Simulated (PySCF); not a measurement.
Calculation: PBE0-D4/def2-TZVP (PySCF 2.14.0). All species are isolated molecules in the gas phase. 

Reference species (SMILES): `ClB(Cl)Cl` (neutral, multiplicity 1).

```
Quantity                  Result
----------------------  --------
S1 oscillator strength     0.000
HOMO                    -9.09 eV
HOMO–LUMO gap            7.40 eV
```

Changed species: `BrB(Br)Cl` (2 of 3 Cl replaced by Br; the reference has 0 of 3 Cl replaced by Br).

Question: What does the change do to the S1 oscillator strength, HOMO and HOMO–LUMO gap?

Answer: the S1 oscillator strength stays essentially unchanged; the HOMO goes up by 0.64 eV, to -8.45 eV; the HOMO–LUMO gap falls by 0.92 eV, to 6.48 eV.
